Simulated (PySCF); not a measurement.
**difluorosilane: calculation against experiment**

**What was measured.**

From NIST CCCBDB Release 22 (SRD 101), experimental dipoles, for the gas: dipole moment (microwave Stark effect, vibrational ground state) 1.54 ± 0.02 D.

The runs below try to reproduce these values; the comparison stands at the end.

Difluorosilane, F2H2Si.
SMILES with atom numbers: `[F:1][SiH2:2][F:3]` (hydrogens: H4, H5 on Si2)

Geometry (PBE0-D3(BJ)/def2-SVP, Å), atoms numbered from 1 in this order:
```
atom  x, y, z in Å
F1    -1.2565   -0.9414   -0.1199
Si2    0.0004    0.0607    0.0002
F3     1.3449   -0.8201   -0.1168
H4    -0.0268    0.6962    1.3362
H5    -0.0447    1.0103   -1.1342
```

Runs made with PySCF (gas phase, on this PBE0-D3(BJ)/def2-SVP geometry; no spin–orbit coupling):

| level | job | basis functions |
| --- | --- | --- |
| PBE0-D3(BJ)/def2-SVP, grid level 1 | geometry optimisation from a GFN2-xTB start | 56 |
| PBE0/pcSseg-1 | shieldings, charges and field gradients | 68 |

Results beside the measurements:

**Dipole moment.** Measured: 1.54 D (NIST CCCBDB Release 22 (SRD 101), experimental dipoles).

| level | computed (D) | computed − measured (D) | % (from the printed values) |
| --- | --- | --- | --- |
| PBE0-D3(BJ)/def2-SVP | 1.62 | +0.08 | +5 |
| PBE0/pcSseg-1 | 1.76 | +0.22 | +14 |

Closest is PBE0-D3(BJ)/def2-SVP (+0.08 D), furthest PBE0/pcSseg-1 (+0.22 D); one molecule doesn't rank methods. The computed dipoles belong to one fixed geometry; measured ones are averaged over vibrations unless marked μe. Magnitudes are compared, not signs.

No measured geometry was used, and the causes of the misses weren't examined.
